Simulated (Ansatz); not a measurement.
The input, for Ansatz 0.2.0:

```yaml
crystal:
  periodic: [false, false, false]
  atoms:
    - {symbol: Mo, position_ang: [0.000591, 0.003722, 0.521910]}
    - {symbol: Si, position_ang: [-0.002681, -0.069719, -1.647598]}
    - {symbol: H, position_ang: [-0.007615, 1.307142, -0.677483]}
    - {symbol: H, position_ang: [0.026028, 0.281238, -3.091002]}
basis:
  gaussian: {orbitals: def2-SVP}
total_charge: 1
magnetization: {spin_polarized: false, initial_magnetization: 1}
hamiltonian: {xc: {name: PBE}}
correlation: {method: bccd, electrons: outside_noble_gas, diis_vectors: 12}
accuracy: high
scf: {lower_state_search: full}
```

```sh
$ ansatz run in.yaml --threads 1 --pin off --events-out ev --progress --plain --max-ram 2393MiB
```

The program prints:

```
1198 factors; integrals over basis functions are off by at most 3.8e-9 eV
mean field evaluation 1: about -9733.4188 eV, gradient 6.6e1 eV
mean field evaluation 2: about -9733.4149 eV, gradient 6.6e1 eV
mean field evaluation 4: about -9733.6203 eV, gradient 6.1e1 eV
mean field evaluation 8: about -9748.0635 eV, gradient 4.3e0 eV
mean field evaluation 16: about -9748.2366 eV, gradient 4.2e-1 eV
mean field evaluation 32: about -9747.4933 eV, gradient 1.0e1 eV
mean field evaluation 64: about -9748.2349 eV, gradient 2.4e-1 eV
mean field evaluation 96: about -9748.1066 eV, gradient 1.1e0 eV
mean field evaluation 128: about -9748.2358 eV, gradient 6.5e-2 eV
mean field evaluation 160: about -9728.5192 eV, gradient 3.7e1 eV
...
mean field -9748.23854256 eV, -358.2411588457 hartree, gradient 5.0e-8 eV, S^2 0.750000; 17 other end points of the search recorded, 0 dependent functions left out
...
unrestricted determinant -9719.33463637 eV, -357.1789598850 hartree, S^2 2.4722
9 core orbitals not correlated: weight in the atoms' cores, before any rotation towards them, 0.998 or more for the frozen orbitals, at most 0.001 for the correlated occupied ones
reference -9717.21323583 eV, -357.1009998532 hartree; 6, 5 occupied and 44, 45 virtual orbitals, 1198 factors
second order -7.61574651 eV of doubles, -0.47950750 eV of singles
...
cycle 123  -7.70271529 eV  change   -3.2e-9 eV  update   1.3e-8
cycle 124  -7.70271529 eV  change    1.8e-9 eV  update   1.2e-8
cycle 125  -7.70271529 eV  change    4.4e-9 eV  update   1.0e-8
cycle 126  -7.70271528 eV  change    8.2e-9 eV  update   8.1e-9
cycle 127  -7.70271528 eV  change   -2.0e-9 eV  update   5.5e-9
cycle 128  -7.70271528 eV  change   -1.2e-9 eV  update   3.9e-9
cycle 129  -7.70271528 eV  change   1.5e-10 eV  update   2.9e-9
cycle 130  -7.70271528 eV  change   6.5e-10 eV  update   2.0e-9
cycle 131  -7.70271528 eV  change   1.4e-10 eV  update   1.6e-9
cycle 132  -7.70271528 eV  change  -1.2e-10 eV  update   1.2e-9
WARN: the results are in doubt because among natural orbitals full CI differs from the method by -0.090 eV
Total energy: -9724.91595111 eV, -357.3840694186 hartree
In doubt: among natural orbitals full CI differs from the method by -0.090 eV
```

The singles that turn the determinant into the Brueckner one have T1 = 0.046.

Ran on 1 thread of Intel Xeon 6975P-C, shared host: 39 s wall, 0.39 GiB peak host memory.
